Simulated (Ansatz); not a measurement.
A nudged elastic band was laid between two geometries of C3H7ClO (12 atoms, charge 0, multiplicity 1).

Computed with RKS BLYP-D4/def2-SVP in Ansatz 0.2.0.

```yaml
movable_images: 7
climbing_image: yes
spring: 5.0 eV/Å²
optimiser: quadratic models (default)
start_path: through a guess of the saddle point
force_threshold: 0.05 eV/Å
iteration_limit: 60
end_points: relaxed
```

First end point:

```xyz
12
Properties=species:S:1:pos:R:3
C -1.732 0.205 0.113
O -0.808 -0.873 0.058
C 0.442 -0.554 -0.540
C 1.393 0.112 0.468
Cl 3.009 0.448 -0.311
H -1.958 0.610 -0.903
H -1.381 1.054 0.747
H -2.668 -0.188 0.554
H 0.319 0.107 -1.431
H 0.890 -1.507 -0.888
H 1.567 -0.551 1.335
H 1.004 1.082 0.831
```

Last end point:

```xyz
12
Properties=species:S:1:pos:R:3
C -1.660 0.870 0.398
O -1.000 -0.638 -0.312
C 0.421 -0.509 -0.623
C 1.234 0.064 0.540
Cl 2.987 0.102 0.029
H -2.723 0.576 0.180
H -1.431 1.501 -0.506
H -1.084 -1.174 0.504
H 0.469 0.155 -1.504
H 0.793 -1.512 -0.914
H 1.164 -0.573 1.442
H 0.906 1.083 0.801
```

Task: What changes between the two ends?

Result: Bonds broken: C1–H8. Bonds formed: O2–H8. C3H7ClO becomes C2H5ClO + CH2.

Task: Give the energies along the band, and the barrier.

Result: It converged. The highest image is number 6 of 0 to 8, 360.8 kJ/mol above the first end and 7.0 kJ/mol above the last; the last end lies 353.7 kJ/mol above the first. The profile has 2 maxima (images 2, 6) with wells between them (image 3): this band takes more than one step, which may be the mechanism or a detour left from its start path. Neighbouring images differ by up to 2.4 eV, so the band resolves the path poorly. A vibrational analysis at the climbing image gives one clearly imaginary mode, 662i cm⁻¹: a first-order saddle point. The orbitals stay closed-shell, which can raise the energy where a bond breaks towards radicals; this wasn't checked here.

```json
{"image": "0", "path coordinate (Å)": "0.00", "energy (kJ/mol)": "0.0", "C1–H8 (Å)": "1.11", "O2–H8 (Å)": "2.04"}
{"image": "1", "path coordinate (Å)": "0.82", "energy (kJ/mol)": "2.3", "C1–H8 (Å)": "1.11", "O2–H8 (Å)": "2.05"}
{"image": "2", "path coordinate (Å)": "1.64", "energy (kJ/mol)": "7.1", "C1–H8 (Å)": "1.11", "O2–H8 (Å)": "2.08"}
{"image": "3", "path coordinate (Å)": "2.46", "energy (kJ/mol)": "4.3", "C1–H8 (Å)": "1.11", "O2–H8 (Å)": "2.12"}
{"image": "4", "path coordinate (Å)": "3.28", "energy (kJ/mol)": "6.4", "C1–H8 (Å)": "1.11", "O2–H8 (Å)": "2.10"}
{"image": "5", "path coordinate (Å)": "4.09", "energy (kJ/mol)": "129.6", "C1–H8 (Å)": "1.12", "O2–H8 (Å)": "1.69"}
{"image": "6", "path coordinate (Å)": "4.91", "energy (kJ/mol)": "360.8", "C1–H8 (Å)": "1.66", "O2–H8 (Å)": "1.02"}
{"image": "7", "path coordinate (Å)": "5.35", "energy (kJ/mol)": "355.1", "C1–H8 (Å)": "2.04", "O2–H8 (Å)": "0.98"}
{"image": "8", "path coordinate (Å)": "5.78", "energy (kJ/mol)": "353.7", "C1–H8 (Å)": "2.13", "O2–H8 (Å)": "0.98"}
```

Task: What is the geometry of the highest image?

Result: 
```xyz
12
Properties=species:S:1:pos:R:3
C -1.827 0.719 0.372
O -0.972 -0.760 -0.332
C 0.430 -0.542 -0.642
C 1.232 0.019 0.536
Cl 2.975 0.183 0.027
H -2.766 0.586 -0.219
H -1.266 1.514 -0.184
H -1.130 -0.758 0.679
H 0.467 0.152 -1.504
H 0.851 -1.519 -0.956
H 1.207 -0.664 1.407
H 0.875 1.014 0.851
```

The run took 4.5 min on 2 threads of Arm Neoverse V1, with other jobs on the host, peak memory 0.15 GiB.
